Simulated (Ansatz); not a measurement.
Reaction (atomization): `FC(F)(F)[S]`• → C• + 3 F• + S•

Calculated with Ansatz (gas phase, PBE0-D4/def2-TZVP geometries, no zero-point term in ΔE). CCSD(T)/CBS is the MP2 limit (def2-TZVPP, def2-QZVPP) plus CCSD(T) − MP2 in def2-TZVPP, frozen cores. This one scheme is used for every species, atoms too. Functionals use def2-TZVPP. No spin–orbit coupling; open shells (•) take unrestricted orbitals. Spin–orbit coupling would lower the free atoms: a little for C, F, S.

```json
{"species": "`FC(F)(F)[S]`•", "r2SCANh energy (Eh)": "-735.75640"}
{"species": "C•", "r2SCANh energy (Eh)": "-37.83336"}
{"species": "F•", "r2SCANh energy (Eh)": "-99.72490"}
{"species": "S•", "r2SCANh energy (Eh)": "-398.08357"}
```

(1) Work out ΔE.

Largest T1 diagnostic among the species: 0.013.

Results:

(1) ΔE = 3 × (-99.72490) + (-37.83336) + (-398.08357) − (-735.75640) = 0.66477 Eh = +1745.4 kJ/mol. CCSD(T)/CBS gives +1740.1 kJ/mol.

From BLYP to BHLYP (50 % exact exchange), in def2-TZVPP and without D4, ΔE moves by −155.4 kJ/mol: exact exchange takes away binding that semilocal exchange gives to molecules. The D4 term adds +14.9 kJ/mol with B3LYP and +7.5 kJ/mol with PBE0; it sums over pairs of atoms, weighted by their polarisabilities, and B3LYP, whose exchange is more repulsive, gets the larger term. Leaving LDA and LC-ωPBE aside and taking each functional with its dispersion term where it has one, the values, not all of them listed here, spread over 265.4 kJ/mol, from BHLYP-D4 to PBE-D4. LDA lies +359.9 kJ/mol from PBE without D4, its usual overbinding.

B3LYP here is the variant with VWN-RPA as its local correlation; programs differ in this.

For atomizations the MP2-based limit and the directly extrapolated one differ by several kJ/mol either way, and by 10 to 25 for some Ge, Se and Sn compounds, so smaller differences from it don't rank the levels.
